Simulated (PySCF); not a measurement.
# C3H4O2 (acrylic acid): the cost of one run

Computed with PySCF 2.14.0, with density-fitted response routines of our own, on a single molecule, in the gas phase or a continuum. Atoms are numbered from 0 throughout.

**1. Starting geometry**

9 atoms, charge 0, multiplicity 1; geometry from: GFN2-xTB. The atoms were then displaced at random by about 0.01 Å, so the start is not that level's minimum.

Bonds of the start (Å): C0–C1 1.30, C1–C2 1.47, C2–O3 1.21, C2–O4 1.35, C0–H5 1.08, C0–H6 1.09, C1–H7 1.07, O4–H8 0.97.

**2. Relaxing the molecule at PBE0-D3(BJ)/def2-TZVP**

Job settings and geometry (Å):

```
{"job": {"xc": "PBE0", "basis": "def2-TZVP", "d3": "d3bj", "grid": 2, "shake": 0.01, "kind": "geom"}, "charge": 0, "multiplicity": 1}
C     -1.453470    -0.467210    -0.398240
C     -0.376780    -0.409970     0.329220
C      0.764730     0.419840    -0.073500
O      0.885210     1.121710    -1.048210
O      1.792200     0.306550     0.802510
H     -2.330430    -1.034200    -0.131900
H     -1.531730     0.137370    -1.307780
H     -0.233480    -0.959940     1.240720
H      2.541550     0.868700     0.553470
```

Started as:

```console
$ OMP_NUM_THREADS=1 python probes_run.py task.json out
```

This one command runs all jobs of the session in turn.

**Question.** How long does this first job take on 1 thread of Arm Neoverse V2, shared host, and how much memory does it need?

About 92 s, with a peak of 0.75 GiB.
